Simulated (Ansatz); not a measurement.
Barrier height from F + H2 to the transition structure FH2, without zero-point energy, on the benchmark's geometries as Psi4's copy of the set gives them.
Transition structure (charge 0, multiplicity 2):
```xyz
3

H      0.14657    -1.12839     0.00000
F      0.00000     0.33042     0.00000
H     -0.14657    -1.84541     0.00000
```

Open shells are unrestricted; no spin–orbit coupling.

Cores are frozen in the correlated methods. CBS: X⁻³ extrapolation of the correlation energy, Hartree–Fock from the larger set.

Programs: Ansatz (a first-principles code) with Gaussian orbitals. 

**Question.** Estimate the barrier height that CCSD(T)/CBS(aug-cc-pVTZ, aug-cc-pVQZ) returns for this input.

**Answer.** 5 kJ/mol

**Question.** Estimate the barrier height that CCSD/aug-cc-pVQZ returns for this input.

**Answer.** 12 kJ/mol

**Question.** Give the barrier height at the level CAM-B3LYP/def2-TZVPPD.

**Answer.** -21 kJ/mol
